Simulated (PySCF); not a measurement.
Which method gave which barrier?

Saddle point of SiH₂F₂, closed shell (SiH₂F₂ ([F][SiH2][F]) → SiF₂ + H₂; bonds formed: H2–H3; bonds broken: Si1–H2, Si1–H3), PBE0-D4/def2-TZVP structure:

Si1  (-0.230, -0.278, 0.378)
H2  (0.768, 0.159, -1.003)
H3  (0.700, -0.981, -0.538)
F4  (-1.596, 0.287, -0.209)
F5  (0.358, 0.814, 1.372)
(Å)

Program: PySCF 2.14 with density fitting (its default auxiliary sets; JK sets also for MP2 and CCSD(T)). Basis: def2-TZVPP, with def2-QZVPP for the basis limit. Cores are frozen in the correlated methods. B3LYP uses VWN-RPA correlation. Extrapolation: Hartree–Fock as exp(−7.88 √X), correlation as X^−2.97. Four methods, as single points on the PBE0-D4 structures, gave these electronic barriers from the start structure: 333.8, 357.8, 393.0, 445.2 kJ/mol.

**Question.** The methods were, in alphabetical order, B3LYP-D4, BHLYP-D4, BLYP-D4, HF. Which gave which? (Judge from chemistry; the calculation decides.)

**Answer.** Computed: BLYP-D4 333.8; B3LYP-D4 357.8; BHLYP-D4 393.0; HF 445.2 kJ/mol. For comparison, CCSD(T) at an estimated basis limit (MP2 extrapolated from triple and quadruple zeta, plus CCSD(T) − MP2 in triple zeta) gives 366.1 kJ/mol.

T1 diagnostic: at most 0.016. The restricted Hartree–Fock reference is unstable towards an unrestricted one at one or more of these structures. A large double-excitation amplitude points to some diradical character; no triplet was computed. The end structure is not quite a true minimum (one mode of 29i cm⁻¹).

Losses and insertions of silylenes and their heavier kin drive the gas-phase chemistry of silicon and germanium vapour deposition.

Labels in which every atom is bracketed show which atoms are joined, not bond orders.

For scale, one of the runs: CCSD(T)/def2-TZVPP, 132 basis functions, launched by `OMP_NUM_THREADS=4 python run.py`. Hardware: 4 CPU threads of an Arm Neoverse V1, shared host. Wall time 58 s; peak host memory 0.75 GiB.
